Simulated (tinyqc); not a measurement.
G0W0 on RHF in the sto-3g basis, for LiH, spin multiplicity 1, step by step. Computed by tinyqc, a small Python program that keeps every step (integrals from PySCF). Settings: charge = 0, multiplicity = 1, basis = sto-3g, method = RHF, energy threshold = 1e-10, iteration cap = 56, orthogonalisation = symmetric, start = Wolfsberg-Helmholz matrix, DIIS depth = 6. Command: `OMP_NUM_THREADS=1 python tinyqc.py 22731 22732 out.jsonl` (the two numbers bound the seeds that draw the settings). One thread of a shared host (Intel(R) Xeon(R) Processor @ 2.60GHz), about 0.09 s of CPU time with the checks. The early iterations of the SCF are left out here.

## One-electron integrals

Geometry (angstrom):
```
atom       x       y       z
Li    0.0000  0.0000  0.0000
H     0.0000  0.0000  1.8450
```

Basis sto-3g: exponents (1/bohr^2) and contraction coefficients of normalised primitives:
```
element  l (shell)  exponent  coefficient
Li           s (1)   16.1196       0.1543
Li           s (1)    2.9362       0.5353
Li           s (1)    0.7947       0.4446
Li           s (2)    0.6363      -0.1000
Li           s (2)    0.1479       0.3995
Li           s (2)    0.0481       0.7001
Li           p (3)    0.6363       0.1559
Li           p (3)    0.1479       0.6077
Li           p (3)    0.0481       0.3920
H            s (1)    3.4253       0.1543
H            s (1)    0.6239       0.5353
H            s (1)    0.1689       0.4446
```

Overlap, kinetic and nuclear-attraction integrals over the contracted functions; the nuclear repulsion is the sum of Za Zb / Rab.

nuclear repulsion = 0.860451 hartree

overlap S:
```
         1Li 1s  1Li 2s  1Li 2px  1Li 2py  1Li 2pz   2H 1s
1Li 1s   1.0000  0.2411   0.0000   0.0000   0.0000  0.0391
1Li 2s   0.2411  1.0000   0.0000   0.0000   0.0000  0.3350
1Li 2px  0.0000  0.0000   1.0000   0.0000   0.0000  0.0000
1Li 2py  0.0000  0.0000   0.0000   1.0000   0.0000  0.0000
1Li 2pz  0.0000  0.0000   0.0000   0.0000   1.0000  0.4600
2H 1s    0.0391  0.3350   0.0000   0.0000   0.4600  1.0000
```

kinetic energy T (hartree):
```
          1Li 1s   1Li 2s  1Li 2px  1Li 2py  1Li 2pz    2H 1s
1Li 1s    3.5768  -0.0202   0.0000   0.0000   0.0000  -0.0114
1Li 2s   -0.0202   0.1022   0.0000   0.0000   0.0000   0.0272
1Li 2px   0.0000   0.0000   0.3197   0.0000   0.0000   0.0000
1Li 2py   0.0000   0.0000   0.0000   0.3197   0.0000   0.0000
1Li 2pz   0.0000   0.0000   0.0000   0.0000   0.3197   0.0927
2H 1s    -0.0114   0.0272   0.0000   0.0000   0.0927   0.7600
```

nuclear attraction V (hartree):
```
          1Li 1s   1Li 2s  1Li 2px  1Li 2py  1Li 2pz    2H 1s
1Li 1s   -8.2697  -1.0335   0.0000   0.0000  -0.0121  -0.1646
1Li 2s   -1.0335  -1.4719   0.0000   0.0000  -0.1080  -0.5793
1Li 2px   0.0000   0.0000  -1.4338   0.0000   0.0000   0.0000
1Li 2py   0.0000   0.0000   0.0000  -1.4338   0.0000   0.0000
1Li 2pz  -0.0121  -0.1080   0.0000   0.0000  -1.5194  -0.8047
2H 1s    -0.1646  -0.5793   0.0000   0.0000  -0.8047  -2.0864
```

core Hamiltonian H = T + V (hartree):
```
          1Li 1s   1Li 2s  1Li 2px  1Li 2py  1Li 2pz    2H 1s
1Li 1s   -4.6929  -1.0537   0.0000   0.0000  -0.0121  -0.1760
1Li 2s   -1.0537  -1.3698   0.0000   0.0000  -0.1080  -0.5521
1Li 2px   0.0000   0.0000  -1.1141   0.0000   0.0000   0.0000
1Li 2py   0.0000   0.0000   0.0000  -1.1141   0.0000   0.0000
1Li 2pz  -0.0121  -0.1080   0.0000   0.0000  -1.1997  -0.7119
2H 1s    -0.1760  -0.5521   0.0000   0.0000  -0.7119  -1.3263
```

## Two-electron integrals

Functions are numbered as in S; the eight-fold symmetry (ij|kl) = (ji|kl) = (kl|ij) leaves the list below.

Two-electron integrals (ij|kl) in chemists' order, unique and non-zero (hartree):
```
(11|11) 1.6804   (21|11) 0.2654   (21|21) 0.0499   (22|11) 0.3977
(22|21) 0.0929   (22|22) 0.2906   (31|31) 0.0090   (32|31) 0.0138
(32|32) 0.0642   (33|11) 0.3966   (33|21) 0.0929   (33|22) 0.2905
(33|33) 0.3129   (41|41) 0.0090   (42|41) 0.0138   (42|42) 0.0642
(43|43) 0.0169   (44|11) 0.3966   (44|21) 0.0929   (44|22) 0.2905
(44|33) 0.2792   (44|44) 0.3129   (51|51) 0.0090   (52|51) 0.0138
(52|52) 0.0642   (53|53) 0.0169   (54|54) 0.0169   (55|11) 0.3966
(55|21) 0.0929   (55|22) 0.2905   (55|33) 0.2792   (55|44) 0.2792
(55|55) 0.3129   (61|11) 0.0416   (61|21) 0.0079   (61|22) 0.0150
(61|33) 0.0148   (61|44) 0.0148   (61|51) 0.0010   (61|52) 0.0019
(61|55) 0.0153   (61|61) 0.0014   (62|11) 0.1155   (62|21) 0.0274
(62|22) 0.0929   (62|33) 0.0878   (62|44) 0.0878   (62|51) 0.0044
(62|52) 0.0284   (62|55) 0.1029   (62|61) 0.0052   (62|62) 0.0522
(63|31) 0.0020   (63|32) 0.0098   (63|53) 0.0042   (63|63) 0.0034
(64|41) 0.0020   (64|42) 0.0098   (64|54) 0.0042   (64|64) 0.0034
(65|11) 0.1486   (65|21) 0.0355   (65|22) 0.1247   (65|33) 0.1162
(65|44) 0.1162   (65|51) 0.0068   (65|52) 0.0436   (65|55) 0.1417
(65|61) 0.0070   (65|62) 0.0762   (65|65) 0.1123   (66|11) 0.2865
(66|21) 0.0689   (66|22) 0.2583   (66|33) 0.2356   (66|44) 0.2356
(66|51) 0.0118   (66|52) 0.0968   (66|55) 0.3033   (66|61) 0.0135
(66|62) 0.1846   (66|65) 0.2787   (66|66) 0.7746
```

## Orthogonalisation

S = U s U^T; symmetric (Loewdin) form X = U s^(-1/2) U^T, so that X^T S X = 1.

eigenvalues of S: 0.4204  0.8015  1.0000  1.0000  1.1783  1.5999

X:
```
          1Li 1s   1Li 2s  1Li 2px  1Li 2py  1Li 2pz    2H 1s
1Li 1s    1.0234  -0.1305   0.0000   0.0000  -0.0072   0.0161
1Li 2s   -0.1305   1.0810   0.0000   0.0000   0.0782  -0.2174
1Li 2px   0.0000   0.0000   1.0000   0.0000   0.0000   0.0000
1Li 2py   0.0000   0.0000   0.0000   1.0000   0.0000   0.0000
1Li 2pz  -0.0072   0.0782   0.0000   0.0000   1.1052  -0.2934
2H 1s     0.0161  -0.2174   0.0000   0.0000  -0.2934   1.1616
```

## Iteration 8 (converged): orbitals

converged F (hartree):
```
          1Li 1s   1Li 2s  1Li 2px  1Li 2py  1Li 2pz    2H 1s
1Li 1s   -2.3534  -0.6408   0.0000   0.0000   0.0146  -0.1075
1Li 2s   -0.6408  -0.2181   0.0000   0.0000  -0.0855  -0.2339
1Li 2px   0.0000   0.0000   0.1633   0.0000   0.0000   0.0000
1Li 2py   0.0000   0.0000   0.0000   0.1633   0.0000   0.0000
1Li 2pz   0.0146  -0.0855   0.0000   0.0000   0.0257  -0.2178
2H 1s    -0.1075  -0.2339   0.0000   0.0000  -0.2178  -0.1110
```

Diagonalise F' = X^T F X, C = X C', fill 2 alpha and 2 beta electrons from the bottom; D = 2 C_occ C_occ^T. Each column has its largest component positive (the first on a tie).

F' = X^T F X (hartree):
```
         1        2       3       4        5        6
1  -2.3002  -0.3588  0.0000  0.0000   0.0155   0.0005
2  -0.3588  -0.0227  0.0000  0.0000   0.0124  -0.2383
3   0.0000   0.0000  0.1633  0.0000   0.0000   0.0000
4   0.0000   0.0000  0.0000  0.1633   0.0000   0.0000
5   0.0155   0.0124  0.0000  0.0000   0.1577  -0.2787
6   0.0005  -0.2383  0.0000  0.0000  -0.2787   0.0975
```

orbital energies (hartree): MO1 -2.3559, MO2 -0.2638, MO3 0.0755, MO4 0.1633, MO5 0.1633, MO6 0.4765

coefficients C:
```
             MO1      MO2      MO3     MO4      MO5      MO6
1Li 1s    0.9914  -0.1554  -0.2127  0.0000   0.0000   0.1113
1Li 2s    0.0334   0.4755   0.7980  0.0000   0.0000  -0.6122
1Li 2px   0.0000   0.0000   0.0000  0.9117  -0.4108   0.0000
1Li 2py   0.0000   0.0000   0.0000  0.4108   0.9117   0.0000
1Li 2pz  -0.0050   0.3373  -0.6056  0.0000   0.0000  -0.9128
2H 1s     0.0004   0.5672  -0.1632  0.0000   0.0000   1.0651
```

D after iteration 8:
```
          1Li 1s   1Li 2s  1Li 2px  1Li 2py  1Li 2pz    2H 1s
1Li 1s    2.0140  -0.0816   0.0000   0.0000  -0.1148  -0.1754
1Li 2s   -0.0816   0.4545   0.0000   0.0000   0.3204   0.5395
1Li 2px   0.0000   0.0000   0.0000   0.0000   0.0000   0.0000
1Li 2py   0.0000   0.0000   0.0000   0.0000   0.0000   0.0000
1Li 2pz  -0.1148   0.3204   0.0000   0.0000   0.2276   0.3826
2H 1s    -0.1754   0.5395   0.0000   0.0000   0.3826   0.6435
```

Within a degenerate level the vectors are fixed only up to a rotation; this is one choice.

## Convergence

Stop when the energy changes by less than 1e-10 hartree and every element of the error matrix X^T (F D S - S D F) X is below 3e-06.

Course of the cycle:
```
iteration  E (hartree)     change  largest element of the error matrix
1            -7.829045          -                             6.45e-02
2            -7.841689  -1.26e-02                             2.48e-02
3            -7.845217  -3.53e-03                             1.20e-02
4            -7.846198  -9.80e-04                             1.11e-03
5            -7.846199  -1.17e-06                             6.40e-04
6            -7.846199  -6.48e-07                             3.59e-05
7            -7.846199  -2.58e-09                             5.91e-06
8            -7.846199  -5.87e-11                             1.80e-07
```

PySCF RHF in the same basis = -7.846199 hartree

Converged in 8 iterations.

## Integrals over molecular orbitals

(pq|rs) = sum C_ip C_jq C_kr C_ls (ij|kl), one index at a time.

one-electron integrals over orbitals h = C^T H C (hartree):
```
         1        2        3        4        5        6
1  -4.6838   0.0989   0.1643   0.0000   0.0000  -0.0476
2   0.0989  -1.4032   0.0254   0.0000   0.0000   0.0019
3   0.1643   0.0254  -1.1101   0.0000   0.0000   0.0258
4   0.0000   0.0000   0.0000  -1.1141   0.0000   0.0000
5   0.0000   0.0000   0.0000   0.0000  -1.1141   0.0000
6  -0.0476   0.0019   0.0258   0.0000   0.0000  -0.9879
```

Two-electron integrals over orbitals (pq|rs), unique and non-zero (hartree):
```
(11|11) 1.6590     (21|11) -0.1032    (21|21) 0.0113     (22|11) 0.3400
(22|21) 0.0043     (22|22) 0.4706     (31|11) -0.1403    (31|21) 0.0107
(31|22) -0.0134    (31|31) 0.0219     (32|11) 0.0192     (32|21) -0.0028
(32|22) -0.0531    (32|31) 1.84e-05   (32|32) 0.0161     (33|11) 0.3942
(33|21) -0.0098    (33|22) 0.2176     (33|31) 0.0014     (33|32) 0.0107
(33|33) 0.3345     (41|41) 0.0098     (42|41) 0.0073     (42|42) 0.0222
(43|41) 0.0103     (43|42) 0.0196     (43|43) 0.0413     (44|11) 0.3963
(44|21) -0.0039    (44|22) 0.2584     (44|31) -0.0050    (44|32) 0.0088
(44|33) 0.2812     (44|44) 0.3129     (51|51) 0.0098     (52|51) 0.0073
(52|52) 0.0222     (53|51) 0.0103     (53|52) 0.0196     (53|53) 0.0413
(54|54) 0.0169     (55|11) 0.3963     (55|21) -0.0039    (55|22) 0.2584
(55|31) -0.0050    (55|32) 0.0088     (55|33) 0.2812     (55|44) 0.2792
(55|55) 0.3129     (61|11) 0.0656     (61|21) -0.0095    (61|22) -0.0076
(61|31) -0.0039    (61|32) 0.0024     (61|33) 0.0115     (61|44) 0.0012
(61|55) 0.0012     (61|61) 0.0104     (62|11) -0.0638    (62|21) 0.0028
(62|22) 0.1162     (62|31) 0.0027     (62|32) -0.0382    (62|33) -0.0171
(62|44) -0.0272    (62|55) -0.0272    (62|61) 2.26e-04   (62|62) 0.1270
(63|11) 0.0194     (63|21) -0.0027    (63|22) -0.0534    (63|31) 0.0042
(63|32) 0.0124     (63|33) 0.0361     (63|44) 0.0046     (63|55) 0.0046
(63|61) 0.0044     (63|62) -0.0347    (63|63) 0.0277     (64|41) -0.0061
(64|42) -0.0193    (64|43) -0.0131    (64|64) 0.0198     (65|51) -0.0061
(65|52) -0.0193    (65|53) -0.0131    (65|65) 0.0198     (66|11) 0.3591
(66|21) 0.0017     (66|22) 0.4418     (66|31) -0.0112    (66|32) -0.0462
(66|33) 0.2398     (66|44) 0.2641     (66|55) 0.2641     (66|61) -0.0044
(66|62) 0.1179     (66|63) -0.0452    (66|66) 0.4412
```

## Screening: direct RPA

With D = e_a - e_i and K = (ia|jb): diagonalise D^(1/2) (D + 4K) D^(1/2) = Z w^2 Z^T; X + Y = D^(1/2) Z w^(-1/2), each column of Z with its largest component positive (the first on a tie); E_c = (sum w - tr (D + 2K)) / 2.

D^(1/2) (D + 4K) D^(1/2) (hartree^2):
```
         1>3     1>4     1>5      1>6      2>3     2>4     2>5      2>6
1>3   6.1247  0.0000  0.0000  -0.0411   0.0001  0.0000  0.0000   0.0146
1>4   0.0000  6.4452  0.0000   0.0000   0.0000  0.0304  0.0000   0.0000
1>5   0.0000  0.0000  6.4452   0.0000   0.0000  0.0000  0.0304   0.0000
1>6  -0.0411  0.0000  0.0000   8.1407   0.0092  0.0000  0.0000   0.0013
2>3   0.0001  0.0000  0.0000   0.0092   0.1369  0.0000  0.0000  -0.0765
2>4   0.0000  0.0304  0.0000   0.0000   0.0000  0.2203  0.0000   0.0000
2>5   0.0000  0.0000  0.0304   0.0000   0.0000  0.0000  0.2203   0.0000
2>6   0.0146  0.0000  0.0000   0.0013  -0.0765  0.0000  0.0000   0.9241
```

excitation energies w (hartree): 0.3598  0.4692  0.4692  0.9651  2.4746  2.5388  2.5388  2.8533

X + Y:
```
           1        2        3        4       5        6       7        8
1>3  -0.0007   0.0000   0.0000  -0.0044  0.9910   0.0000  0.0000  -0.0188
1>4   0.0000   0.0054  -0.0100   0.0000  0.0000  -0.3922  0.9157   0.0000
1>5   0.0000  -0.0100  -0.0054   0.0000  0.0000   0.9157  0.3922   0.0000
1>6  -0.0033   0.0000   0.0000  -0.0001  0.0218   0.0000  0.0000   0.9961
2>3   0.9665   0.0000   0.0000  -0.0568  0.0000   0.0000  0.0000   0.0004
2>4   0.0000  -0.4528   0.8397   0.0000  0.0000  -0.0008  0.0018   0.0000
2>5   0.0000   0.8397   0.4528   0.0000  0.0000   0.0018  0.0008   0.0000
2>6   0.1375   0.0000   0.0000   0.8718  0.0015   0.0000  0.0000   0.0001
```

RPA correlation energy = -0.022888 hartree

Within a degenerate level the vectors are fixed only up to a rotation; this is one choice.

## G0W0 on Hartree-Fock: HOMO

W(p,q,m) = sqrt2 sum_ia (pq|ia) (X+Y)_ia,m; Sigma_c(x) = sum_(i,m) W^2/(x - e_i + w_m) + sum_(a,m) W^2/(x - e_a - w_m); solve x = e_p + Sigma_c(x) by Newton steps; Z = 1/(1 - dSigma/dx); 1 hartree = 27.211386 eV.

The 12 largest terms at x = e_p (hartree; W for the signs of X + Y given):
```
q  m        W       term
2  4   0.1476     0.0226
6  4   0.1596    -0.0149
2  1  -0.0499     0.0069
3  4  -0.0484    -0.0018
5  2   0.0263    -0.0008
4  3   0.0263    -0.0008
6  1  -0.0275    -0.0007
3  1   0.0145  -3.02e-04
4  2  -0.0142  -2.24e-04
5  3   0.0142  -2.24e-04
2  5  -0.0188   1.43e-04
1  5   0.0147   4.76e-05
```

Newton steps (hartree):
```
step        x  Sigma_c(x)       Z
0     -0.2638      0.0100  0.9468
1     -0.2543      0.0095  0.9479
2     -0.2543      0.0095  0.9479
```

quasiparticle energy of the HOMO = -6.9201 eV

Hartree-Fock value = -7.1774 eV

## G0W0 on Hartree-Fock: LUMO

As before.

The 12 largest terms at x = e_p (hartree; W for the signs of X + Y given):
```
q  m        W       term
2  4  -0.0484     0.0018
6  4  -0.0438    -0.0014
5  2   0.0231    -0.0010
4  3   0.0231    -0.0010
3  4  -0.0219  -4.98e-04
3  1   0.0113  -3.53e-04
2  1   0.0145   3.02e-04
4  2  -0.0125  -2.80e-04
5  3   0.0125  -2.80e-04
1  5   0.0306   1.91e-04
6  1   0.0101  -1.35e-04
3  8   0.0162  -9.19e-05
```

Newton steps (hartree):
```
step       x  Sigma_c(x)       Z
0     0.0755     -0.0029  0.9910
1     0.0726     -0.0028  0.9910
2     0.0726     -0.0028  0.9910
```

quasiparticle energy of the LUMO = 1.9764 eV

Hartree-Fock value = 2.0534 eV
